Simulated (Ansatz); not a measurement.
Solid CO2 (dry ice), treated with r²SCAN-D4 in Ansatz (plane waves, PAW).

Settings: plane-wave cutoff 560 eV, 6×6×6 k mesh, Fermi–Dirac smearing 0.01 eV, scalar-relativistic PAW data made under PBE.

Shape and atoms are relaxed at each volume.

The direct gap at Γ against volume; x = 100 ln(V/13.891 Å³). One gap is withheld.

```tsv
V (Å³/atom)	x	gap (eV)
13.335	-4.08	7.612
13.613	-2.02	7.585
13.891	0.00	7.562
14.169	1.98	7.540
14.446	3.92	?
```

Task: Fit a straight line to the rows shown, give the volume deformation potential and predict the withheld gap.

Result: Means of the 4 rows: x̄ = -1.030, ȳ = 7.5747 eV. Σ(x − x̄)(y − ȳ) = -0.2415 and Σ(x − x̄)² = 20.404, so the slope is -0.0118 eV per unit of x, and dE_g/d ln V = -1.2 eV. At x = 3.92: 7.5747 + (-0.0118) × (3.92 − (-1.030)) = 7.516 eV. The run gives 7.522 eV, 0.006 eV above the line, as the curve bends the same way over all rows.

Note: the bulk modulus comes from volumes at which shape and atoms were relaxed.

Ansatz is a quantum-chemistry and plane-wave program.
